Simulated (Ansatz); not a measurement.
HgS (P3₂21, No. 154) was calculated with PBEsol (plane waves, PAW; Ansatz, a first-principles code).

Run with plane-wave cutoff 520 eV, 12×12×4 k mesh (along the axes of the cell as run), Fermi–Dirac smearing 0.01 eV, scalar-relativistic PAW data made under PBE.

Cell (relaxed at this level):

```
CELL_PARAMETERS angstrom
      2.06949    -3.58446     0.00000
      2.06949     3.58446     0.00000
      0.00000     0.00000     9.40802
ATOMIC_POSITIONS crystal
  Hg 0.71017 0.00000 0.66667
  Hg 0.00000 0.71017 0.33333
  Hg 0.28983 0.28983 0.00000
  S  0.49975 0.00000 0.16667
  S  0.00000 0.49975 0.83333
  S  0.50025 0.50025 0.50000
```

Q: Estimate the bulk modulus B0, band gap, smallest direct gap on the k points sampled and pressure derivative B′ of the bulk modulus that the calculation returns.

A: 
bulk modulus B0: 21.2 GPa
band gap: 1.22 eV
smallest direct gap on the k points sampled: 1.26 eV
pressure derivative B′ of the bulk modulus: 10.6

Note: the bulk modulus comes from volumes at which shape and atoms were relaxed.

Spin–orbit coupling is not included.

The computed numbers hold no vibrational or temperature effects.
